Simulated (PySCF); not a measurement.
Identify the unknown among the candidates.

All candidates are C5H12N (charge +1).

| technique | computed result |
| --- | --- |
| Couplings | largest of the computed one-bond spin–spin couplings (means over like bonds): 13C–1H +158.6, 13C–1H +157.7, 13C–1H +155.0 (×2), 13C–1H +154.6 (×3), 13C–1H +147.1, 13C–1H +137.7 (×2), 15N–1H -77.0 (×2), 13C–13C +29.1 (×2) Hz [B3LYP/pcJ-1, spin–dipole term left out for some pairs] |
| Rotational structure | rotational constants A, B, C: 8.008, 2.244, 1.925 GHz [PBE0-D3(BJ)/def2-SVP] |
| Valence photoelectron | vertical ionisation energy: 15.80 eV [ΔSCF CAM-B3LYP/def2-SVPD] |
| 13C NMR | chemical shifts (computed TMS as zero) by class: 57.5 (1 C), 34.0 (1 C), 29.2 (2 C), 14.8 (1 C) ppm [GIAO PBE0/pcSseg-1] |
| 1H NMR | chemical shifts (computed TMS as zero) by class: 3.89 (2 H), 3.52 (1 H), 3.02 (3 H), 2.67 (2 H), 2.38 (1 H), 2.29 (1 H), 1.96 (2 H) ppm [GIAO PBE0/pcSseg-1] |
| XPS | C1s 294.8, C1s 295.2 (×2), C1s 296.9, C1s 297.4, N1s 413.8 eV [ΔSCF SCAN, pcX-2 on the ionised atom, pcseg-1 elsewhere, spin-free X2C] |

Electronic properties: PySCF, gas phase, density fitting. Levels stand in brackets. The structure is a single PBE0-D3(BJ)/def2-SVP conformer in the gas phase; no vibrational or solvent corrections. Each NMR value is the plain mean over a class of atoms that symmetry, rotation or inversion makes alike.

Question: Which candidate is it?
A. `C[N+]1(C)CCC1`
B. `CC[NH+]1CCC1`
C. `C=C[C@H](C)[NH2+]C`
D. `C[NH2+]C1CCC1`
E. `C[NH2+]CC1CC1`

Answer: D. It is `C[NH2+]C1CCC1`. Numbering: `[CH3:1][NH2+:2][CH:3]1[CH2:4][CH2:5][CH2:6]1`. 5 carbons fall into 4 classes; from least to most shielded: ring sp3 carbon bound to nitrogen [C3] (57.5 ppm), N-methyl carbon [C1] (34.0 ppm), four-membered-ring carbon [C4/C6] (29.2 ppm, 2 C), four-membered-ring carbon [C5] (14.8 ppm). Hydrogen classes from least to most shielded: 2 H on an ammonium nitrogen, N2 (3.89 ppm, a mean of values up to 0.7 ppm apart in this geometry), 1 H on an sp3 carbon bound to nitrogen, C3 (3.52 ppm), 3 H on an N-methyl carbon, C1 (3.02 ppm), 2 H on 2 four-membered-ring carbons, C4/C6 (2.67 ppm), 1 H on a four-membered-ring carbon, C5 (2.38 ppm), 1 H on a four-membered-ring carbon, C5 (2.29 ppm), 2 H on 2 four-membered-ring carbons, C4/C6 (1.96 ppm). The couplings run between: +158.6 Hz, sp3 carbon bound to nitrogen [C3] and its hydrogen; +157.7 Hz, four-membered-ring carbon [C5] and its hydrogen; +155.0 Hz, four-membered-ring carbon [C4] and its hydrogen (with 1 like pair); +154.6 Hz, N-methyl carbon [C1] and its hydrogen (with 2 like pairs); +147.1 Hz, four-membered-ring carbon [C5] and its hydrogen; +137.7 Hz, four-membered-ring carbon [C4] and its hydrogen (with 1 like pair); -77.0 Hz, ammonium nitrogen [N2] and its hydrogen (with 1 like pair); +29.1 Hz, four-membered-ring carbon [C4] and four-membered-ring carbon [C5] (with 1 like pair). The core levels belong to: C1s 294.8 eV, four-membered-ring carbon [C5]; C1s 295.2 eV, four-membered-ring carbon [C4/C6]; C1s 296.9 eV, sp3 carbon bound to nitrogen [C3]; C1s 297.4 eV, N-methyl carbon [C1]; N1s 413.8 eV, ammonium nitrogen [N2]. One atom of each topological class was ionised and stands for its class. The first electron is taken from the HOMO, whose largest Löwdin shares are 0.24 on a four-membered-ring carbon, 0.14 on a methylene hydrogen and 0.12 on each of 2 atoms of one kind (four-membered-ring carbon). The optimised geometry has point group C1 and is an asymmetric top.

The others, at the same levels:
- `C=C[C@H](C)[NH2+]C` fails: it has 5 carbon classes against 4; its computed 13C shifts are 144.0 (1 C), 137.3 (1 C), 67.5 (1 C), 33.7 (1 C), 16.2 (1 C) ppm, 1H shifts are 6.53 (1 H), 6.46 (1 H), 5.99 (1 H), 3.95 (1 H), 3.61 (1 H), 3.46 (1 H), 3.13 (3 H), 1.75 (3 H) ppm and vertical ionisation energy is 14.57 eV (against 15.80 eV).
- `C[NH2+]CC1CC1` fails: its computed 13C shifts are 62.0 (1 C), 36.3 (1 C), 9.5 (1 C), 7.0 (2 C) ppm, 1H shifts are 4.01 (2 H), 3.16 (3 H), 2.92 (2 H), 1.36 (2 H), 0.97 (1 H), 0.67 (2 H) ppm and vertical ionisation energy is 14.97 eV (against 15.80 eV).
- `C[N+]1(C)CCC1` fails: its computed vertical ionisation energy is 16.97 eV (against 15.80 eV), rotational constant A is 5.208 GHz (against 8.008 GHz) and smallest rotational constant is 2.945 GHz (against 1.925 GHz).
- `CC[NH+]1CCC1` fails: its computed 13C shifts are 58.7 (2 C), 55.9 (1 C), 16.5 (1 C), 11.1 (1 C) ppm and 1H shifts are 4.32 (2 H), 4.07 (2 H), 4.05 (1 H), 3.04 (2 H), 3.00 (1 H), 2.68 (1 H), 1.52 (3 H) ppm.

Each candidate is one conformer, not necessarily the lowest. Dipoles, sizes and rotational constants follow the conformer. The torsions of the flexible species, by atom-mapped SMILES:
- `[CH3:1][NH2+:2][CH:3]1[CH2:4][CH2:5][CH2:6]1`: C1–N2–C3–C4 -68°
- `[CH2:1]=[CH:2][C@H:3]([CH3:4])[NH2+:5][CH3:6]`: C1–C2–C3–C4 -131°, C2–C3–N5–C6 -171°
- `[CH3:1][NH2+:2][CH2:3][CH:4]1[CH2:5][CH2:6]1`: C1–N2–C3–C4 -177°, N2–C3–C4–C5 77°
- `[CH3:1][CH2:2][NH+:3]1[CH2:4][CH2:5][CH2:6]1`: C1–C2–N3–C4 -70°
